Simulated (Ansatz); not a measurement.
Cartesian coordinates (Å):
SMILES: COC
```xyz
9

C     -1.1551    -0.0927    -0.1545
O      0.0767    -0.7016    -0.4432
C      1.1650     0.0021     0.0972
H     -1.9549    -0.7064    -0.6135
H     -1.3490    -0.0255     0.9459
H     -1.2243     0.9448    -0.5688
H      1.2375     1.0454    -0.3017
H      1.1128     0.0750     1.2130
H      2.0913    -0.5412    -0.1745
```
Charge 0, multiplicity 1.

Method: frozen-core CCSD(T)/cc-pVTZ // PBE-D3(BJ)/def2-SVP (Ansatz, a quantum-chemistry and plane-wave program).

```
Quantity                       Result
----------------------  -------------
HF energy               -154.12315 Ha
MP2 correlation energy    -0.59919 Ha
```

Question: Estimate the CCSD correlation energy, the (T) correction, the total energy and the T1 diagnostic.

Answer: 
```
Property                        Result
-----------------------  -------------
CCSD correlation energy    -0.62938 Ha
(T) correction             -0.02264 Ha
CCSD(T) total energy     -154.77517 Ha
T1 diagnostic                    0.010
```
